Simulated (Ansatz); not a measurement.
Mulliken charges of AlClH4Si (`[AlH2][SiH2]Cl`) from ωB97M-V/def2-TZVPP in Ansatz (PBE0-D4/def2-TZVP geometry).

| atom | x (Å) | y (Å) | z (Å) | charge (e) |
| --- | --- | --- | --- | --- |
| Al1 | -1.041 | 0.413 | -0.894 | 0.390 |
| Si2 | 0.907 | -0.180 | 0.480 | 0.108 |
| Cl3 | 0.036 | -1.381 | 1.950 | -0.245 |
| H4 | -1.478 | -0.536 | -2.087 | -0.106 |
| H5 | -1.912 | 1.683 | -0.513 | -0.106 |
| H6 | 1.588 | 0.935 | 1.191 | -0.021 |
| H7 | 1.961 | -1.003 | -0.172 | -0.021 |

By hand: the dipole of these point charges (1 e Å = 4.8032 D).

Σ q r = (-0.032, 0.360, -0.520) e Å, of length 0.633 e Å = 3.04 D.

How does the dipole of the full density compare? (Estimate.)

The calculation gave: (0.068, 0.217, -0.290) e Å, 1.77 D; the point charges give 1.72 times that, at 14° from its direction.

Point charges leave out the atoms' own dipoles, such as those of lone pairs, and Mulliken's split depends on the basis, so the two needn't agree.
